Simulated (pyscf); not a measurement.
`[F][GeH3]` + `[H][H]` + `[FH]` → `[GeH4]` + `[FH]` + `[FH]` (multi-bond step; singlet surface; F–Ge, H–H, F–H broken, Ge–H, F–H, F–H formed). PySCF, gas phase, ωB97X-D3(BJ)/def2-SVP geometries. Energies in eV from the separated reactants.

| level | barrier | reaction energy |
|---|---|---|
| ωB97X-D3(BJ)/def2-TZVP | [?] | +0.42 |
| PBE/def2-TZVP | 1.21 | +0.37 |
| B3LYP-D3(BJ)/def2-TZVP | [?] | [?] |
| PBE0-D3(BJ)/def2-TZVP | 1.42 | +0.32 |
| M06-2X/def2-TZVP | 1.69 | +0.61 |
| ωB97M-D3(BJ)/def2-TZVP | 1.63 | +0.38 |

**Question.** What belongs in the gaps?

**Answer.** 
- ωB97X-D3(BJ)/def2-TZVP, barrier: 1.65
- B3LYP-D3(BJ)/def2-TZVP, barrier: 1.52
- B3LYP-D3(BJ)/def2-TZVP, reaction energy: +0.43

The functionals in the table span 0.49 eV in this barrier, from PBE to M06-2X. On the reactant side the descent ends in a bound adduct (not fully relaxed), 0.35 eV under the separated species and 2.00 eV under the saddle at ωB97X-D3(BJ)/def2-TZVP. On the product side the descent ends in a bound adduct, 0.37 eV under the separated species and 1.60 eV under the saddle at ωB97X-D3(BJ)/def2-TZVP. This is the saddle that the search found; another between the same sides may lie lower. Elements up to Kr have no core potential and no relativistic terms here.
